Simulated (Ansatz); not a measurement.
**Several solutions for singlet MgS**

```yaml
atoms:
  - { symbol: Mg, position_ang: [0.0000, 0.0000, 0.0000] }
  - { symbol: S, position_ang: [0.0000, 0.0000, 4.2800] }
```

Basis set: def2-SVP (spherical functions). Charge 0, multiplicity 1.

UHF was run from several starts with Ansatz (development build ahead of 0.2.0).

```tsv
run	program	start	converged	energy (hartree)	<S²>
A	Ansatz	atomic start, no search	yes	-596.82032	0.00
B	Ansatz	stability test followed	yes	-596.88226	1.07
C	Ansatz	search for the lowest state	yes	-596.88226	1.07
```

(1) Which runs reached the lowest solution of this kind, and what is wrong with the others?

Results:

(1) B, C reached the lowest solution found. Converged but too high: A by 1.69 eV. Convergence only shows a stationary point, and even a stable one can lie too high; stability tests and further starts are what find lower ones. Caution: another spin multiplicity may lie lower. Caution: the unrestricted determinant is a mixture of spin states.
